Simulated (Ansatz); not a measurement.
We consider bcc K, described by B3LYP (VWN-RPA form) in Ansatz (plane waves, PAW).

Run with plane-wave cutoff 460 eV, 10×10×10 k mesh, Fermi–Dirac smearing 0.05 eV, scalar-relativistic PAW data made under PBE.

Equation-of-state points:

| V (Å³/atom) | E − E_lowest (meV/atom) | P (GPa) |
|---|---|---|
| 71.371 | 2.75 | 0.218 |
| 73.795 | 0.47 | 0.088 |
| 75.157 | 0.00 | 0.023 |
| 77.579 | 0.44 | -0.079 |
| 79.471 | 1.79 | -0.148 |

Problem. What bulk modulus B0 and pressure derivative B′ does a third-order Birch–Murnaghan fit give?

Solution. V0 = 75.670 Å³/atom, B0 = 3.32 GPa, B′ = 3.9 (fit to the energies at full precision).

Measured, for comparison: bulk modulus 3.75 GPa (corrected for temperature and zero-point phonon effects; as tabulated in Levämäki et al. (2014), arXiv:1402.3671); equilibrium volume per atom 70.79 Å³/atom (low-temperature or extrapolated to 0 K; zero-point anharmonic expansion removed; as tabulated in Csonka et al. (2009), arXiv:0903.4037). Computed (rounded) less measured: bulk modulus -11 %, equilibrium volume per atom +6.9 %.

Computed values are for the static lattice.

Computing time: about 20 core-minutes (a rough figure).

Ansatz is a program for electronic structure.
